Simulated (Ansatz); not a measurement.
InSe (R3m, No. 160) was calculated with HSE06 in Ansatz (PAW).

Run with plane-wave cutoff 460 eV, 8×8×8 k mesh, Fermi–Dirac smearing 0.01 eV, scalar-relativistic PAW data made under PBE.

Cell (relaxed with PBEsol):

```xyz
4
Lattice="2.0043 1.1572 8.4232 -2.0043 1.1572 8.4232 0.0000 -2.3144 8.4232" Properties=species:S:1:pos:R:3 pbc="T T T"
In     0.0000     0.0000     2.8059
In     0.0000     0.0000     0.0291
Se     0.0000     0.0000    15.5981
Se     0.0000     0.0000    20.9294
```

**Question.** Estimate the band gap and Γ–Γ gap that the calculation returns.

**Answer.** 
* **band gap**: 1.21 eV (on the SCF k mesh)
* **Γ–Γ gap**: 3.77 eV

Note: the cell comes from a level without a dispersion term, which matters for the spacing of layers, chains or molecules; cell and atoms aren't relaxed at this level (largest force component 0.15 eV/Å, pressure 0.8 GPa); the cell has widely spaced layers and the level no dispersion term, so their spacing and the moduli can rest on weak binding.

Spin–orbit coupling is not included.

The computed numbers hold no vibrational or temperature effects.

Computing time: very roughly 10 core-minutes.

Ansatz is an electronic-structure program.
